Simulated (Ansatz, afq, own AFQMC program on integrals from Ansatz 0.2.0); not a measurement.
Two steps: Ansatz 0.2.0 writes the Fock matrix and Cholesky factors of the valence space, and afq projects on them the lowest state that overlaps trial and start.

```yaml
crystal:
  periodic: [false, false, false]
  atoms:
    - {symbol: B, position_ang: [0.000000, 0.000000, 0.000000]}
basis:
  gaussian: {orbitals: aug-cc-pVTZ}
total_charge: -1
magnetization: {spin_polarized: true, initial_magnetization: 2}
correlation: {method: ccsd_t, electrons: outside_noble_gas, hamiltonian_folder: ham}
```

```sh
$ ansatz run in.yaml --threads 1 --pin off --events-out ev --progress --plain --max-ram 16896MiB --backend cuda --devices 0, --max-vram 18GiB
```

afq runs on the folder ham with

```
--method phaseless --trial cisd --walkers 4000 --populations 20 --least-time 60 --time-step 0.005 --steps-per-block 50 --equilibration-blocks 28 --max-blocks 4000 --target-error 0.00012 --factor-cut 1e-05 --start spin_pure --seed 3170 --release-times 0.24,0.51,0.99,1.62,2.4 --release-step 0.03 --release-every 3 --taylor-order 6
```

Times are imaginary, in 1/Eh. The walk had a cap of 135 s. With eight or more populations the least sampling time is a fifth of least-time, and the error comes from their spread.

```
orbitals 45  electrons 3 1  factors 270 of 270
reference energy -24.52094708 Eh
CCSD correlation -0.08228476 Eh in 11 cycles, weight of the determinant in the CISD state 0.9148
energy of the start -24.603185 Eh
 block  time / (1/Eh)  mean weight  energy / Eh
     1     0.250  1.0001  -24.603325
     2     0.500  1.0000  -24.603772
     3     0.750  0.9999  -24.604243
     4     1.000  1.0001  -24.604698
     5     1.250  1.0000  -24.605126
    10     2.500  0.9999  -24.606413
    19     4.750  1.0001  -24.607198
    29     7.250  1.0000  -24.607120
    39     9.750  0.9999  -24.607516
    49    12.250  1.0001  -24.607006
    59    14.750  0.9999  -24.607092
    69    17.250  0.9999  -24.607087
    77    19.250  1.0000  -24.606464
    79    19.750  1.0000  -24.607930
    85    21.250  1.0000  -24.608182
    89    22.250  0.9997  -24.607024
    99    24.750  0.9997  -24.607046
   107    26.750  1.0000  -24.606955
error from the spread of 20 populations
released: time / (1/Eh)  energy / Eh  error  mean overlap
  0.24  -24.607310  0.000072  0.9984
  0.51  -24.607397  0.000078  0.9986
  0.99  -24.607619  0.000117  0.9970
  1.62  -24.607651  0.000050  0.9970
  2.40  -24.607810  0.000186  0.9931
energy -24.607112 +/- 0.000118 Eh
(rows thinned)
```

Problem. Estimate how long the walk took on 1 × NVIDIA H100 80GB HBM3 with 2 threads of AMD EPYC 7R13 Processor (Zen 3) (shared host) (the card was shared).

Solution. 42 s of wall time.

The run passed its tests (sampling time, drift between the halves within three errors, error under three times the target), which doesn't prove that it has relaxed.

Against this walk (error 3.2 meV) on the same determinant: CCSD(T) 6.3 meV higher (within the noise), CCSDT(Q) 25.0 meV lower, full CI 25.8 meV lower. The error is statistical and leaves out the bias of the constraint. The released energies are still falling (meV from the phaseless value at times in 1/Eh: -5.4 ± 1.9 at 0.24, -7.8 ± 2.1 at 0.51, -14 ± 3 at 0.99, -14.7 ± 1.4 at 1.62, -19 ± 5 at 2.40), so they give no level; they do show a bias of the constraint, and the last of them that isn't too noisy lies 7 meV above full CI. Full CI is exact here, so the walk's 26 meV above it is the walk's own error: the bias of the constraint with this trial.

Cautions: constraint bias not in the error.

CCSDT and higher add their correlation energy to the determinant of the CCSD(T) run, since their own runs factorise the integrals more tightly (a shift of under 2 meV). A walk keeps the symmetry of its determinant, which the program's search chose and which needn't be the lowest solution, so a lower state of the same spin and another symmetry isn't excluded.
